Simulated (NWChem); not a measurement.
Correlation energy of acetonitrile (C₂H₃N)

```xyz
6

C      0.0096    -1.1749     0.0000
C     -0.0023     0.2783     0.0000
N     -0.0118     1.4351     0.0000
H     -0.5029    -1.5596     0.8932
H     -0.5029    -1.5596    -0.8932
H      1.0441    -1.5468     0.0000
```
Charge 0, spin multiplicity 1.

Everything below was run with NWChem. Structure: optimised with PBE0/def2-SVP, a minimum by its harmonic frequencies.

Basis set: 6-311G**. Each correlation energy counts from its own Hartree-Fock reference.

The correlated methods keep 3 core orbitals frozen. The Pople sets run with spherical d functions. Coupled-cluster values serve here as a point of comparison, not as the truth.

Question: Order these methods by the correlation energy they give, lowest first: CR-CCSD(T), MP2, SCS-MP2, CCSD(T), CCSD.

Answer: CCSD(T) (-486.4 mHa), CR-CCSD(T) (-481.8 mHa), CCSD (-466.8 mHa), MP2 (-448.4 mHa), SCS-MP2 (-441.7 mHa)
